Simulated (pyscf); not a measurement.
Structures and frequencies: ωB97X-D3(BJ)/def2-SVP in PySCF. MP2 and CC: frozen core, UHF for open shells. ΔMP2 is the change of the MP2 total energy from the triple- to the quadruple-zeta basis.

SMILES: [NH2][Al]([OH])[OH]
```xyz
8

N     -0.9061    -0.0122    -2.2831
Al    -0.6681     1.0157    -0.8660
O      0.2677     0.3963     0.4133
O     -1.3217     2.5826    -0.7158
H     -1.4348     0.2194    -3.1157
H     -0.5152    -0.9442    -2.3674
H      0.4505     0.8752     1.2233
H     -1.8654     3.0499    -1.3507
```
Charge 0, spin multiplicity 1.

Problem. What is the homolytic dissociation enthalpy (298 K, CCSD(T)/def2-TZVPP + ΔMP2(QZVPP)) of the Al–N bond of H₂N–Al(OH)–OH, to NH₂• + [HO–Al–OH]•?

Solution. Al–N to NH₂• + [HO–Al–OH]•: 448.9 kJ/mol. The radicals are drawn with the spin at the cut bond; how far it spreads was not checked. Other isomers of [HO–Al–OH]• were not searched in full and may lie lower. The CCSD(T) − MP2 part came from Ansatz, without density fitting, on the same reference.
